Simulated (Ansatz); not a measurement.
`FCCCS`, charge 0, multiplicity 1.

Q: Give a relaxed structure at PBE0-D4/def2-TZVP (Ansatz 0.2.0). (Best estimate.)

A: Computed: 
```xyz
12

F     1.642    1.145    0.945
C     1.332   -0.142    0.529
C    -0.156   -0.358    0.606
C    -0.955    0.561   -0.304
S    -0.661    0.319   -2.076
H     1.695   -0.254   -0.497
H     1.866   -0.838    1.182
H    -0.365   -1.405    0.363
H    -0.482   -0.200    1.641
H    -2.024    0.473   -0.106
H    -0.679    1.602   -0.120
H    -1.213   -0.902   -2.163
```
This is one stationary point; other conformers may exist.
